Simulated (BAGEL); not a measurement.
# HF/def2-SVPD (density fitting with qzvpp-jkfit) run of C2H7Al (AlMe2H)

What is the vertical ionisation energy of C2H7Al (AlMe2H) at HF/def2-SVPD (density fitting with qzvpp-jkfit)? 

The calculation is run with BAGEL 1.2.2.

## Step 1: The system as given

C2H7Al: 10 atoms, total charge 0, spin state singlet. As SMILES, `[H][Al]([CH3])[CH3]`. The shape comes from GFN2-xTB, which is rough for such elements, and wasn't checked as a minimum.

Bond lengths: Al1–C2 1.990 Å, Al1–C6 1.990 Å, C2–H3 1.097 Å, C2–H4 1.096 Å, C2–H5 1.097 Å, C6–H7 1.096 Å, C6–H8 1.096 Å, C6–H9 1.097 Å, Al1–H10 1.553 Å. Some angles: C2–Al1–C6 128.0°, Al1–C2–H3 113.0°, Al1–C2–H4 113.3°, Al1–C2–H5 111.2°, C2–Al1–H10 116.1°, C6–Al1–H10 115.9°, Al1–C6–H7 113.3°, Al1–C6–H8 113.2°, Al1–C6–H9 111.0°, H3–C2–H4 105.9°.

## Step 2: A single-point energy at HF/def2-SVPD (density fitting with qzvpp-jkfit)

The input, input.json:

```json
{ "bagel": [

{
  "title": "molecule",
  "basis": "def2-svpd.json",
  "df_basis": "qzvpp-jkfit",
  "angstrom": true,
  "geometry": [
    { "atom": "Al", "xyz": [   -0.328150,   -0.559670,   -0.003950 ] },
    { "atom": "C", "xyz": [    1.655670,   -0.712600,   -0.001960 ] },
    { "atom": "H", "xyz": [    2.116600,   -0.290830,    0.899490 ] },
    { "atom": "H", "xyz": [    2.130080,   -0.202200,   -0.848360 ] },
    { "atom": "H", "xyz": [    1.972350,   -1.761810,   -0.051500 ] },
    { "atom": "C", "xyz": [   -1.428840,    1.097750,    0.002520 ] },
    { "atom": "H", "xyz": [   -1.312950,    1.697900,   -0.907600 ] },
    { "atom": "H", "xyz": [   -1.192160,    1.769420,    0.836240 ] },
    { "atom": "H", "xyz": [   -2.496880,    0.860620,    0.084490 ] },
    { "atom": "H", "xyz": [   -1.115730,   -1.898580,   -0.009390 ] }
  ]
},
{
  "title": "hf"
},
{
  "title": "print",
  "file": "orbitals.molden",
  "orbitals": true
}

]}
```

The basis set def2-SVPD is read from a file made from the Basis Set Exchange's data (not shown).

Started as:

```console
$ BAGEL_NUM_THREADS=1 BAGEL input.json > input.out
```

Output:

```text
* using 1 threads per process

  ===============================================================
  ===============================================================

  *** Geometry ***

  { "atom" : "Al", "xyz" : [     -0.620114,     -1.057623,     -0.007464 ] },
  { "atom" : "C", "xyz" : [      3.128763,     -1.346619,     -0.003704 ] },
  { "atom" : "H", "xyz" : [      3.999794,     -0.549589,      1.699790 ] },
  { "atom" : "H", "xyz" : [      4.025268,     -0.382103,     -1.603168 ] },
  { "atom" : "H", "xyz" : [      3.727201,     -3.329338,     -0.097321 ] },
  { "atom" : "C", "xyz" : [     -2.700116,      2.074447,      0.004762 ] },
  { "atom" : "H", "xyz" : [     -2.481116,      3.208566,     -1.715115 ] },
  { "atom" : "H", "xyz" : [     -2.252856,      3.343719,      1.580265 ] },
  { "atom" : "H", "xyz" : [     -4.718419,      1.626336,      0.159663 ] },
  { "atom" : "H", "xyz" : [     -2.108424,     -3.587796,     -0.017745 ] },

  Number of auxiliary basis functions:      404

  Since a DF basis is specified, we compute 2- and 3-index integrals:
    o Being stored without compression. Storage requirement is 0.047 GB

  Number of basis functions:      120
  Number of electrons      :       32

    * METHOD: MOLECULE                             0.18

  *** RHF ***

  === Nuclear Repulsion ===
    94.9802290514

      * DIIS with orbital gradients will be used.

  === RHF iteration (def2-svpd.json) ===
      0       -321.40950176          0.01618084           0.07
      1       -321.56287796          0.00792207           0.07
      2       -321.59533098          0.00128203           0.07
      3       -321.59692530          0.00016015           0.07
      4       -321.59694902          0.00003185           0.07
      5       -321.59694993          0.00000712           0.07
      6       -321.59694997          0.00000157           0.07
      7       -321.59694997          0.00000030           0.07
      8       -321.59694997          0.00000007           0.07
      9       -321.59694997          0.00000003           0.07
     10       -321.59694997          0.00000000           0.07
    * SCF iteration converged.

    * Permanent dipole moment:
           (   -0.142645,    -0.241772,    -0.001349) a.u.

    * METHOD: HF                                   0.90

    * METHOD: PRINT                                0.02

  ===============================================================
```

Run time: 1.3 s. Hardware: 1 thread of Arm Neoverse V2, shared host; peak memory 0.14 GiB.

## Step 3: The doublet cation

The input, job.json:

```json
{ "bagel": [

{
  "title": "molecule",
  "basis": "def2-svpd.json",
  "df_basis": "qzvpp-jkfit",
  "angstrom": true,
  "geometry": [
    { "atom": "Al", "xyz": [   -0.328150,   -0.559670,   -0.003950 ] },
    { "atom": "C", "xyz": [    1.655670,   -0.712600,   -0.001960 ] },
    { "atom": "H", "xyz": [    2.116600,   -0.290830,    0.899490 ] },
    { "atom": "H", "xyz": [    2.130080,   -0.202200,   -0.848360 ] },
    { "atom": "H", "xyz": [    1.972350,   -1.761810,   -0.051500 ] },
    { "atom": "C", "xyz": [   -1.428840,    1.097750,    0.002520 ] },
    { "atom": "H", "xyz": [   -1.312950,    1.697900,   -0.907600 ] },
    { "atom": "H", "xyz": [   -1.192160,    1.769420,    0.836240 ] },
    { "atom": "H", "xyz": [   -2.496880,    0.860620,    0.084490 ] },
    { "atom": "H", "xyz": [   -1.115730,   -1.898580,   -0.009390 ] }
  ]
},
{ "title": "uhf", "charge": 1, "nopen": 1 },
{ "title": "print", "file": "orbitals.molden", "orbitals": true }

]}
```

The basis set def2-SVPD is read from a file made from the Basis Set Exchange's data (not shown).

Started as:

```console
$ BAGEL_NUM_THREADS=1 BAGEL job.json > job.out
```

Output:

```text
* using 1 threads per process

  ===============================================================
  ===============================================================

  *** Geometry ***

  { "atom" : "Al", "xyz" : [     -0.620114,     -1.057623,     -0.007464 ] },
  { "atom" : "C", "xyz" : [      3.128763,     -1.346619,     -0.003704 ] },
  { "atom" : "H", "xyz" : [      3.999794,     -0.549589,      1.699790 ] },
  { "atom" : "H", "xyz" : [      4.025268,     -0.382103,     -1.603168 ] },
  { "atom" : "H", "xyz" : [      3.727201,     -3.329338,     -0.097321 ] },
  { "atom" : "C", "xyz" : [     -2.700116,      2.074447,      0.004762 ] },
  { "atom" : "H", "xyz" : [     -2.481116,      3.208566,     -1.715115 ] },
  { "atom" : "H", "xyz" : [     -2.252856,      3.343719,      1.580265 ] },
  { "atom" : "H", "xyz" : [     -4.718419,      1.626336,      0.159663 ] },
  { "atom" : "H", "xyz" : [     -2.108424,     -3.587796,     -0.017745 ] },

  Number of auxiliary basis functions:      404

  Since a DF basis is specified, we compute 2- and 3-index integrals:
    o Being stored without compression. Storage requirement is 0.047 GB

  Number of basis functions:      120
  Number of electrons      :       32

    * METHOD: MOLECULE                             0.18

  *** Open-shell HF ***

  === Nuclear Repulsion ===
    94.9802290514

      * DIIS with orbital gradients will be used.

  === UHF iteration (def2-svpd.json) ===
      0       -321.04721044          0.02797775           0.13
      1       -321.19935538          0.01440134           0.13
      2       -321.22631535          0.00620707           0.13
      3       -321.23322173          0.00123830           0.13
      4       -321.23471300          0.00058705           0.14
      5       -321.23518925          0.00035039           0.13
      6       -321.23539647          0.00011373           0.13
      7       -321.23542540          0.00004844           0.13
      8       -321.23543771          0.00001567           0.13
      9       -321.23544025          0.00000957           0.13
     10       -321.23544101          0.00000689           0.14
     11       -321.23544132          0.00000677           0.14
     12       -321.23544133          0.00000685           0.14
     13       -321.23544126          0.00000648           0.13
     14       -321.23544118          0.00000555           0.14
     15       -321.23544100          0.00000115           0.13
     16       -321.23544100          0.00000064           0.13
     17       -321.23544100          0.00000036           0.13
     18       -321.23544100          0.00000015           0.13
     19       -321.23544100          0.00000010           0.13
     20       -321.23544100          0.00000006           0.13
     21       -321.23544100          0.00000004           0.13
     22       -321.23544100          0.00000002           0.13
     23       -321.23544100          0.00000001           0.14
    * SCF iteration converged.

    * S^2 (UHF) is 0.7871

    * Permanent dipole moment:
           (    0.574974,     0.977792,     0.003695) a.u.

    * METHOD: UHF                                  3.39

    * METHOD: PRINT                                0.02

  ===============================================================
```

Wall time 3.9 s (1 thread of Arm Neoverse V2, shared host); peak memory 0.14 GiB.

## Step 4: Summary of results

At HF/def2-SVPD (density fitting with qzvpp-jkfit):

```
                                          quantity          value
                      singlet C2H7Al: total energy  -321.59695 Eh
                     singlet C2H7Al: dipole moment         0.71 D
                       singlet C2H7Al: HOMO energy      -10.92 eV
                       singlet C2H7Al: LUMO energy        1.55 eV
                     singlet C2H7Al: HOMO–LUMO gap       12.47 eV
                      doublet cation: total energy  -321.23544 Eh
                              doublet cation: ⟨S²⟩          0.787
vertical ionisation energy (to the doublet cation)       9.837 eV
```

In words: Removing an electron at fixed nuclei costs 9.84 eV (949 kJ/mol). −ε(HOMO) before ionisation, 10.92 eV, is 1.08 eV above this ionisation energy.
